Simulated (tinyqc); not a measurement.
Worked calculation: FCI on RHF in the sto-3g basis, frozen core, for LiH, spin multiplicity 1. One step of it, computed by the program tinyqc.

Problem. FCI: roots. Diagonalise (each vector has its largest component positive (the first on a tie)); all determinants have Ms = 0, so triplets appear too. The lowest singlet root is the correlation energy.

Occupation strings over the orbitals (2 doubly, a alpha, b beta, 0 empty; spin orbitals ordered 1a 1b 2a 2b ...): 220000 2ab000 2a000b 2ba000 2b000a 202000 20a00b 200200 200020 20b00a 200002

H - E(HF) between determinants (hartree):
```
           220000     2ab000     2a000b     2ba000     2b000a     202000     20a00b     200200
220000   0.000000   0.000000   0.000000   0.000000   0.000000   0.012391  -0.033797   0.023820
2ab000   0.000000   0.156678   0.017245  -0.012391   0.033797   0.053948   0.008712   0.019225
2a000b   0.000000   0.017245   0.524888   0.033797  -0.123210   0.008712   0.004894  -0.019549
2ba000   0.000000  -0.012391   0.033797   0.156678   0.017245  -0.053948   0.140989  -0.019225
2b000a   0.000000   0.033797  -0.123210   0.017245   0.524888  -0.008712   0.031284   0.019549
202000   0.012391   0.053948   0.008712  -0.053948  -0.008712   0.692748   0.104311   0.041300
20a00b  -0.033797   0.008712   0.004894   0.140989   0.031284   0.104311   0.733533  -0.013834
200200   0.023820   0.019225  -0.019549  -0.019225   0.019549   0.041300  -0.013834   0.668160
200020   0.023820   0.019225  -0.019549  -0.019225   0.019549   0.041300  -0.013834   0.016869
20b00a   0.033797   0.140989   0.031284   0.008712   0.004894  -0.104311  -0.026328   0.013834
200002   0.123210  -0.031284   0.008107   0.031284  -0.008107   0.026328   0.024573   0.019562

           200020     20b00a     200002
220000   0.023820   0.033797   0.123210
2ab000   0.019225   0.140989  -0.031284
2a000b  -0.019549   0.031284   0.008107
2ba000  -0.019225   0.008712   0.031284
2b000a   0.019549   0.004894  -0.008107
202000   0.041300  -0.104311   0.026328
20a00b  -0.013834  -0.026328   0.024573
200200   0.016869   0.013834   0.019562
200020   0.668160   0.013834   0.019562
20b00a   0.013834   0.733533  -0.024573
200002   0.019562  -0.024573   1.084967
```

Give: lowest roots of this matrix, relative to E(HF); lowest vectors; <S^2> of these roots; weight of the ground state by excitation level 0, 1, 2, ....

Solution.

lowest roots of this matrix, relative to E(HF) (hartree): [-0.0192, 0.1014, 0.1179, 0.4008, 0.5556, 0.6513, 0.6579, 0.7396]

lowest vectors, order 220000, 2ab000, 2a000b, 2ba000, 2b000a, 202000, 20a00b, 200200, 200020, 20b00a, 200002:
$$\begin{pmatrix}
0.9882 & 0.0000 & -0.0696 & 0.0000 \\
0.0363 & 0.6814 & 0.6719 & 0.0702 \\
0.0032 & -0.0962 & 0.0298 & 0.6939 \\
-0.0363 & 0.6814 & -0.6719 & 0.0702 \\
-0.0032 & -0.0962 & -0.0298 & 0.6939 \\
-0.0318 & 0.0000 & -0.1840 & 0.0000 \\
0.0558 & -0.1626 & 0.1631 & -0.1162 \\
-0.0281 & 0.0000 & -0.0209 & 0.0000 \\
-0.0281 & 0.0000 & -0.0209 & 0.0000 \\
-0.0558 & -0.1626 & -0.1631 & -0.1162 \\
-0.1090 & 0.0000 & 0.0494 & 0.0000
\end{pmatrix}$$

<S^2> of these roots: [0.0000, 2.0000, 0.0000, 2.0000, 0.0000, 0.0000, 0.0000, 0.0000]

weight of the ground state by excitation level 0, 1, 2, ...: [0.9766, 0.0027, 0.0207]
